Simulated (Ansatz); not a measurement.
# Worked example: correlation energy of HB–AlH⁺, doublet

Geometry: that of the HB–AlH, singlet, kept fixed.

```xyz
4

B     0.0000   -0.2366    1.4274
Al    0.0000    0.1163   -0.5970
H     0.0000    0.3668    2.4614
H     0.0000   -0.9435   -1.7892
```

Basis 6-31G; Ansatz 0.2.0. Correlated methods freeze the noble-gas cores, which leaves 7 electrons in 20 orbitals. Prefix R: restricted or restricted open-shell reference; prefix U: unrestricted.

Full CI is exact within this basis and frozen core; it isn't the basis-set limit. The frozen core follows each run's orbitals, which can shift R against U totals by a few meV.

UCCSD has a T1 diagnostic of 0.023 and a largest doubles amplitude of 0.04.

Runs differ by some tens of microhartree through their thresholds and, for an open shell, their frozen cores, so the step to full CI, which has another core, is uncertain by up to 0.1 kcal/mol.

```json
{"level": "UHF", "total energy (hartree)": "-267.352845"}
{"level": "UMP2", "total energy (hartree)": "-267.412249"}
{"level": "UCCSD", "total energy (hartree)": "-267.438088"}
{"level": "UCCSD(T)", "total energy (hartree)": "-267.439791"}
{"level": "UCCSDT", "total energy (hartree)": "-267.440599"}
{"level": "UCCSDT(Q)", "total energy (hartree)": "-267.440674"}
{"level": "UCCSDTQ", "total energy (hartree)": "-267.440695"}
{"level": "full CI", "total energy (hartree)": "-267.440695"}
```

**Question.** What is the correlation energy at full CI, and what share of it do UMP2 and UCCSDT recover?

**Answer.** E(corr) = -267.440695 − (-267.352845) = -0.087850 hartree = -2.391 eV. UMP2: -0.059404 / -0.087850 = 67.62 %. UCCSDT: -0.087754 / -0.087850 = 99.89 %.

**Question.** By how many kcal/mol does UCCSD(T) miss full CI (1 hartree = 627.509 kcal/mol), and which steps make up the rest?

**Answer.** -267.439791 − (-267.440695) = 0.000904 hartree = 0.57 kcal/mol. Steps: UCCSDT − UCCSD(T) = -0.51, UCCSDT(Q) − UCCSDT = -0.05, UCCSDTQ − UCCSDT(Q) = -0.01, full CI − UCCSDTQ = 0.00 kcal/mol. That is within 1 kcal/mol of the reference in this basis, which itself misses far more of the correlation at the basis-set limit.
